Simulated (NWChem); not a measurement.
Program: NWChem. System: CH3NO, charge 0, spin multiplicity 3, displaced from the optimised geometry. The structure started from a generated list of species. Its SCF solution wasn't tested for a lower state.

Input file:

```
start mol
memory heap 200 mb stack 800 mb global 1000 mb
geometry units angstroms nocenter noautoz noautosym
  N     -1.121445     0.096634     0.229686
  C      0.260784     0.432736     0.024668
  O      1.121432    -0.605298    -0.097345
  H     -1.518799    -0.570306    -0.473672
  H     -1.714196     0.945406     0.282317
  H      0.546946     1.194433    -0.785698
end
basis spherical
  * library def2-svp
end
dft
  xc becke88 perdew86
  odft
  mult 3
  semidirect memsize 60000000 filesize 0
  iterations 100
  convergence energy 1e-9 density 1e-8 gradient 1e-7
end
task dft gradient
```

The output up to the point where the run's verdict is printed (cleaned and shortened):

```
             Northwest Computational Chemistry Package (NWChem) 7.3.0
             --------------------------------------------------------

                                NWChem Input Module
                                -------------------

 Scaling coordinates for geometry "geometry" by  1.889725989
 (inverse scale =  0.529177249)

                             Geometry "geometry" -> ""
                             -------------------------

 Output coordinates in angstroms (scale by  1.889725989 to convert to a.u.)

  No.       Tag          Charge          X              Y              Z
 ---- ---------------- ---------- -------------- -------------- --------------
    1 N                    7.0000    -1.12144500     0.09663400     0.22968600
    2 C                    6.0000     0.26078400     0.43273600     0.02466800
    3 O                    8.0000     1.12143200    -0.60529800    -0.09734500
    4 H                    1.0000    -1.51879900    -0.57030600    -0.47367200
    5 H                    1.0000    -1.71419600     0.94540600     0.28231700
    6 H                    1.0000     0.54694600     1.19443300    -0.78569800

 Effective nuclear repulsion energy (a.u.)      67.0035326570

            Nuclear Dipole moment (a.u.)
            ----------------------------
        X                 Y               Z
 ---------------- ---------------- ----------------
    -0.0000075589     0.0000056692    -0.0000056692


 Summary of "ao basis" -> "" (spherical)
 ------------------------------------------------------------------------------
       Tag                 Description            Shells   Functions and Types
 ---------------- ------------------------------  ------  ---------------------
 *                          def2-svp                  on all atoms

  perdew86 is a nonlocal functional; adding perdew81 local functional.

                                 NWChem DFT Module
                                 -----------------

 Summary of "ao basis" -> "ao basis" (spherical)
 ------------------------------------------------------------------------------
[...]
 d= 0,ls=0.5,diis    75   -169.6163496881 -6.51D-07  1.25D-06  5.77D-06    24.0
                                                     6.89D-06  5.29D-06
 d= 0,ls=0.5,diis    76   -169.6163502440 -5.56D-07  1.15D-06  4.89D-06    24.3
                                                     6.46D-06  4.54D-06
 d= 0,ls=0.5,diis    77   -169.6163507451 -5.01D-07  6.49D-07  4.11D-06    24.6
                                                     5.96D-06  3.91D-06
 d= 0,ls=0.5,diis    78   -169.6163510284 -2.83D-07  1.40D-06  3.82D-06    24.9
                                                     5.57D-06  3.63D-06
 d= 0,ls=0.5,diis    79   -169.6163511424 -1.14D-07  8.98D-07  3.88D-06    25.2
                                                     5.48D-06  3.65D-06
 d= 0,ls=0.5,diis    80   -169.6163514814 -3.39D-07  8.24D-07  3.35D-06    25.5
                                                     5.20D-06  3.19D-06
 d= 0,ls=0.5,diis    81   -169.6163517713 -2.90D-07  2.12D-06  2.82D-06    25.8
                                                     5.32D-06  2.73D-06
 d= 0,ls=0.5,diis    82   -169.6163522609 -4.90D-07  7.48D-07  2.02D-06    26.1
                                                     4.62D-06  2.05D-06
 d= 0,ls=0.5,diis    83   -169.6163524574 -1.97D-07  1.51D-06  1.83D-06    26.4
                                                     4.64D-06  1.83D-06
 d= 0,ls=0.5,diis    84   -169.6163527620 -3.05D-07  1.13D-06  1.33D-06    26.6
                                                     3.96D-06  1.37D-06
 d= 0,ls=0.5,diis    85   -169.6163528550 -9.30D-08  5.84D-07  1.32D-06    26.9
                                                     3.73D-06  1.32D-06
 d= 0,ls=0.5,diis    86   -169.6163529485 -9.35D-08  2.02D-06  1.21D-06    27.2
                                                     3.45D-06  1.21D-06
 d= 0,ls=0.5,diis    87   -169.6163529220  2.65D-08  6.98D-07  1.42D-06    27.5
                                                     3.28D-06  1.35D-06
 d= 0,ls=0.5,diis    88   -169.6163530346 -1.13D-07  8.53D-07  1.32D-06    27.8
                                                     3.06D-06  1.25D-06
 d= 0,ls=0.5,diis    89   -169.6163530782 -4.36D-08  1.07D-06  1.32D-06    28.1
                                                     2.87D-06  1.24D-06
 d= 0,ls=0.5,diis    90   -169.6163530992 -2.10D-08  6.56D-07  1.36D-06    28.4
                                                     2.74D-06  1.26D-06
 d= 0,ls=0.5,diis    91   -169.6163531621 -6.29D-08  5.86D-07  1.24D-06    28.7
                                                     2.59D-06  1.14D-06
 d= 0,ls=0.5,diis    92   -169.6163532461 -8.40D-08  4.14D-07  1.11D-06    29.0
                                                     2.47D-06  1.03D-06
 d= 0,ls=0.5,diis    93   -169.6163533048 -5.87D-08  9.18D-07  1.05D-06    29.3
                                                     2.54D-06  9.60D-07
 d= 0,ls=0.5,diis    94   -169.6163534265 -1.22D-07  4.96D-07  8.22D-07    29.6
                                                     2.38D-06  7.74D-07
 d= 0,ls=0.5,diis    95   -169.6163535111 -8.45D-08  2.40D-07  6.90D-07    29.9
                                                     2.29D-06  6.55D-07
 d= 0,ls=0.5,diis    96   -169.6163535740 -6.30D-08  3.30D-07  6.07D-07    30.2
                                                     2.15D-06  5.74D-07
 d= 0,ls=0.5,diis    97   -169.6163536375 -6.35D-08  2.83D-07  5.08D-07    30.5
                                                     2.00D-06  4.89D-07
 d= 0,ls=0.5,diis    98   -169.6163536760 -3.85D-08  3.33D-07  4.67D-07    30.8
                                                     1.94D-06  4.48D-07
 d= 0,ls=0.5,diis    99   -169.6163537266 -5.06D-08  5.21D-07  3.90D-07    31.1
                                                     1.76D-06  3.81D-07
 d= 0,ls=0.5,diis   100   -169.6163537411 -1.45D-08  5.54D-07  3.98D-07    31.3
                                                     1.61D-06  3.79D-07
```

Convergence was not reached. The next line reads: Calculation failed to converge. NWChem stopped with the message: dft gradient failed.
